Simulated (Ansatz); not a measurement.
Ideal-gas functions of C3H3NO, SMILES `C=C1N=C1O` at 600 K and 1 bar, from an Ansatz frequency run at PBE0-D4/def2-TZVP.

Molar mass 69.06 g/mol, point group Cs (symmetry number 1), electronic degeneracy 1, moments of inertia 29.262, 129.749, 159.01 u Å². Harmonic wavenumbers (cm⁻¹, unscaled): 262, 320, 496, 542, 613, 724, 768, 798, 846, 1051, 1194, 1392, 1485, 1697, 2011, 3181, 3275, 3750.

Use S(trans) = R[1.5 ln M + 2.5 ln T − 1.1517]; rotational temperatures θ = 24.2544 K / I; S(rot) = R[ln(√π/σ · √(T³/θAθBθC)) + 1.5]; for each mode x = 1.438777 ν̃/T, S = R[x/(eˣ − 1) − ln(1 − e⁻ˣ)] and H = RT x/(eˣ − 1); 1 cm⁻¹ = 0.0119627 kJ/mol; R = 8.31446 J/(mol·K).

By hand: the entropy, in J/(mol·K).

Translation 176.2. Rotation: θ = 0.8289, 0.1869, 0.1525 K, giving 112.6. Vibration, mode by mode: 12.31, 10.72, 7.35, 6.70, 5.82, 4.70, 4.32, 4.08, 3.73, 2.53, 1.93, 1.32, 1.11, 0.73, 0.39, 0.03, 0.03, 0.01, in all 67.8. Electronic 0.0. Sum 356.6 J/(mol·K).

By hand: H − E and G − E in kJ/mol, counted from the electronic energy.

Zero-point energy ½ × 24405 × 0.0119627 = 146.0; thermal vibration 24.6; translation, rotation and pV give 4 RT = 20.0. H − E = 190.6 kJ/mol, and G − E = 190.6 − 600 × 356.6/1000 = -23.4 kJ/mol.

Vibration gives 19 % of the entropy. The sum counts one conformer and one mirror image; others add a mixing term.
